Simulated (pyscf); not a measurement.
**Four-centre exchange: Cl–Ga [singlet] + silanol (HO–SiH₃) → H₃Si–O–Ga [singlet] + hydrogen chloride (HCl)**

Gas phase, singlet surface, charge 0. Bonds broken: Ga1–Cl2, O3–H5. Bonds formed: Ga1–O3, Cl2–H5. Structures and frequencies: ωB97X-D3(BJ)/def2-SVP in PySCF. Correlated levels are frozen-core, on RHF or UHF. ΔMP2 is the change of the MP2 total energy from the triple- to the quadruple-zeta basis.

Transition state (Å):

```xyz
8

Ga     0.3270     1.8466     0.0836
Cl     1.0515     0.3261    -2.1580
O     -0.4688     0.0589     0.0603
Si    -1.4865    -0.9086     0.9636
H      0.1830    -0.1408    -1.1163
H     -0.7813    -2.1492     1.3936
H     -2.6923    -1.2803     0.1706
H     -1.9140    -0.1452     2.1742
```

One imaginary mode, 420i cm⁻¹; descent along it reached the two sides named, in the forms told below.

```json
[
 {"bond": "Ga1–Cl2", "change": "breaks", "reactant side (Å)": "2.287", "saddle": "2.8", "product side": "3.1"},
 {"bond": "O3–H5", "change": "breaks", "reactant side (Å)": "0.973", "saddle": "1.360", "product side": "1.739"},
 {"bond": "Ga1–O3", "change": "forms", "reactant side (Å)": "2.425", "saddle": "1.957", "product side": "1.872"},
 {"bond": "Cl2–H5", "change": "forms", "reactant side (Å)": "2.356", "saddle": "1.434", "product side": "1.317"}
]
```

Electronic energies relative to the separated reactants (kcal/mol):

```json
[
 {"level": "ωB97X-D3(BJ)/def2-TZVP", "barrier": "6.9", "reaction energy": "+11.4", "reverse barrier": "-4.6"},
 {"level": "PBE/def2-TZVP", "barrier": "4.6", "reaction energy": "+11.1", "reverse barrier": "-6.4"},
 {"level": "r²SCAN/def2-TZVP", "barrier": "4.7", "reaction energy": "+10.2", "reverse barrier": "-5.5"},
 {"level": "B3LYP-D3(BJ)/def2-TZVP", "barrier": "5.4", "reaction energy": "+9.8", "reverse barrier": "-4.4"},
 {"level": "PBE0-D3(BJ)/def2-TZVP", "barrier": "5.5", "reaction energy": "+11.2", "reverse barrier": "-5.7"},
 {"level": "M06-2X/def2-TZVP", "barrier": "6.6", "reaction energy": "+10.2", "reverse barrier": "-3.7"},
 {"level": "ωB97M-D3(BJ)/def2-TZVP", "barrier": "7.7", "reaction energy": "+10.1", "reverse barrier": "-2.4"},
 {"level": "HF/def2-TZVP", "barrier": "20.8", "reaction energy": "+11.3", "reverse barrier": "9.5"},
 {"level": "MP2/def2-QZVPP", "barrier": "5.6", "reaction energy": "+9.2", "reverse barrier": "-3.6"},
 {"level": "CCSD/def2-TZVPP", "barrier": "9.9", "reaction energy": "+8.9", "reverse barrier": "1.0"},
 {"level": "CCSD(T)/def2-TZVPP", "barrier": "7.5", "reaction energy": "+8.6", "reverse barrier": "-1.1"},
 {"level": "CCSD(T)/def2-TZVPP + ΔMP2(QZVPP)", "barrier": "7.6", "reaction energy": "+9.3", "reverse barrier": "-1.7"}
]
```

With CCSD(T)/def2-TZVPP + ΔMP2(QZVPP) energies and thermal terms (ideal gas, 1 atm, RRHO with modes under 100 cm⁻¹ raised to 100, one conformer, R ln 2 for chiral ones without a mode under 150 cm⁻¹), in kcal/mol:

| T (K) | ΔH‡ | ΔG‡ | ΔH | ΔG |
|---|---|---|---|---|
| 298 | 5.0 | 15.0 | +7.6 | +8.4 |
| 600 | 5.2 | 25.1 | +7.8 | +9.2 |
| 900 | 5.6 | 35.0 | +7.9 | +9.8 |
| 1200 | 6.2 | 44.7 | +8.0 | +10.5 |

On the reactant side the descent ends in a bound adduct, 10.0 kcal/mol under the separated species and 16.9 kcal/mol under the saddle at ωB97X-D3(BJ)/def2-TZVP. On the product side the descent ends in a complex, 6.6 kcal/mol under the separated species and 2.1 kcal/mol under the saddle at ωB97X-D3(BJ)/def2-TZVP. At ωB97X-D3(BJ)/def2-TZVP, PBE, r²SCAN, B3LYP-D3(BJ), PBE0-D3(BJ), M06-2X, ωB97M-D3(BJ)/def2-TZVP, MP2, CCSD(T), CCSD(T) the saddle lies under the separated products, which points to a path from their complex (located at ωB97X-D3(BJ) alone), and parting the products costs more than the saddle. One saddle was located; it need not be the lowest between these sides. The CCSD(T) − MP2 part came from Ansatz, without density fitting, on the same reference. The frozen core leaves the outer d or s,p core shells of the metals and heavy elements correlated in the MP2 and CC values, and def2-TZVPP describes them poorly, which can shift differences by a few kcal/mol. Elements up to Kr have no core potential and no relativistic terms here.
